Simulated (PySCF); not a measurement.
C4H4FN.
SMILES: `C/C(C#N)=C/F`

A PySCF run (density fitting, gas phase, GFN2-xTB geometry) gave HOMO -6.85 eV, LUMO -2.42 eV, dipole 4.63 D.

Question: Which of these levels was it?
A. BP86/6-31G*
B. PBE0/pcSseg-1
C. PBE0/def2-SVPD
D. CAM-B3LYP/6-311G**
E. PW91/Sadlej pVTZ

Answer: E. It is PW91/Sadlej pVTZ. All candidates on this geometry:

| level and settings | kind | basis functions | SCF cycles | E (Eh) | HOMO (eV) | LUMO (eV) | dipole (D) |
| --- | --- | --- | --- | --- | --- | --- | --- |
| PW91/Sadlej pVTZ, level shift 0.1 Eh | GGA | 180 | 11 | -309.3430 | -6.85 | -2.42 | 4.63 |
| BP86/6-31G* | GGA | 92 | 16 | -309.3663 | -6.49 | -1.94 | 4.42 |
| PBE0/def2-SVPD | global hybrid | 155 | 14 | -308.8211 | -8.04 | -1.44 | 4.75 |
| PBE0/pcSseg-1 | global hybrid | 122 | 14 | -309.0053 | -7.97 | -1.31 | 4.77 |
| CAM-B3LYP/6-311G**, energy threshold 1e-08 Eh, start guess huckel | range-separated hybrid | 132 | 13 | -309.3301 | -9.17 | -0.05 | 4.70 |

The nearest other candidate, by the summed differences of HOMO and LUMO, is BP86/6-31G*: its HOMO differs by +0.36 eV and its LUMO by +0.48 eV. Cycle counts include a coarse-grid stage where the run had one. All basis functions are spherical, in the Pople sets too.
